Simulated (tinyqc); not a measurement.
Orbital energy against energy difference: ionisation energy by orbital energies and by energy differences in the 6-31g basis, for LiH, spin multiplicity 1. Computed by the program tinyqc with PySCF. The cation is unrestricted; errors are against CCSD(T) in this basis, not against experiment.

Geometry (angstrom):
```
atom       x       y       z
Li    0.0000  0.0000  0.0000
H     0.0000  0.0000  1.4370
```

CCSD(T) difference in the same basis = 7.7844 eV

IP-EOM-CCSD = 7.7843 eV

First vertical ionisation energy (eV):
```
method     -e(HOMO)  E(cation) - E  error of -e(HOMO)  error of the difference
HF            8.411        7.29187              0.626                   -0.493
LDA           4.524        8.49817             -3.261                    0.714
PBE           4.518        8.33840             -3.266                    0.554
B3LYP         5.484        8.58254             -2.300                    0.798
PBE0          5.624        8.29736             -2.160                    0.513
CAM-B3LYP     7.048        8.56536             -0.737                    0.781
LC-wPBE       8.377        8.37767              0.592                    0.593
```

What does the comparison show, and why?

Koopmans errs by +0.63 eV and Delta-HF by -0.49 eV: relaxation, 1.12 eV, lowers the value and the missing correlation difference works against it. The PBE level is off by -3.3 eV through the wrong tail of its potential, though its energy difference is off by +0.55 eV; exact exchange deepens the level, and among the orbital energies LC-wPBE comes closest; among the differences HF does.
